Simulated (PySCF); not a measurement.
Mayer bond orders and bond lengths

Compound: C4H7S (charge -1).
SMILES with atom numbers: `[CH3:1]/[CH:2]=[C:3](\[CH3:4])[S-:5]` (hydrogens: H6, H7, H8 on C1; H9 on C2; H10, H11, H12 on C4)

Geometry (PBE0-D3(BJ)/def2-SVP, Å), atoms numbered from 1 in this order:
```
atom  x, y, z in Å
C1     1.539   -0.779   -0.322
C2     0.644    0.420   -0.200
C3    -0.719    0.364   -0.106
C4    -1.363   -1.013   -0.138
S5    -1.782    1.719    0.049
H6     1.215   -1.491   -1.107
H7     1.615   -1.388    0.608
H8     2.572   -0.484   -0.577
H9     1.113    1.409   -0.165
H10   -1.146   -1.546   -1.085
H11   -2.451   -0.910   -0.035
H12   -0.988   -1.664    0.676
```

Bond orders from the PBE0/pcSseg-1 density (PySCF). Isolated species at its PBE0-D3(BJ)/def2-SVP geometry, gas phase. The pcSseg-1 basis has no diffuse functions, a weakness for an anion. The HOMO energy is positive at this level (+0.29 eV), so the outermost electrons may be held by the finite basis alone.

Problem. How far do the computed orders between heavy atoms stray from the drawn ones?

Solution. The largest departure is 0.310, at C2–C3 (drawn double, 1.690). Drawn single, order above 1.12: C3–S5 (1.275). Drawn double or triple, more than 0.30 short of the drawn order: C2–C3 (1.690). The SMILES, with its formal charges, is one Lewis structure only.

Problem. Set the Mayer orders of the bonds beside their lengths.

Solution. 
| bond | drawn as | length (Å) | Mayer order |
| --- | --- | --- | --- |
| C1–C2 | single | 1.501 | 1.062 |
| C2–C3 | double | 1.367 | 1.690 |
| C3–C4 | single | 1.521 | 1.024 |
| C3–S5 | single | 1.729 | 1.275 |
| C1–H6 | single | 1.109 | 0.951 |
| C1–H7 | single | 1.114 | 0.947 |
| C1–H8 | single | 1.104 | 0.974 |
| C2–H9 | single | 1.095 | 0.965 |
| C4–H10 | single | 1.107 | 0.954 |
| C4–H11 | single | 1.098 | 0.962 |
| C4–H12 | single | 1.107 | 0.954 |

Bonds between the same two heavy elements. C–C: lowest C3–C4 (1.024, 1.521 Å), highest C2–C3 (1.690, 1.367 Å).

Problem. Sum the orders of all bonds at each heavy atom with more than one neighbour and set the sums beside the valence in the SMILES.

Solution. C1 3.934 (drawn 4), C2 3.717 (drawn 4), C3 3.989 (drawn 4), C4 3.894 (drawn 4). Orders between atoms that aren't bonded are not in these sums.

Mayer orders depend on the basis set.
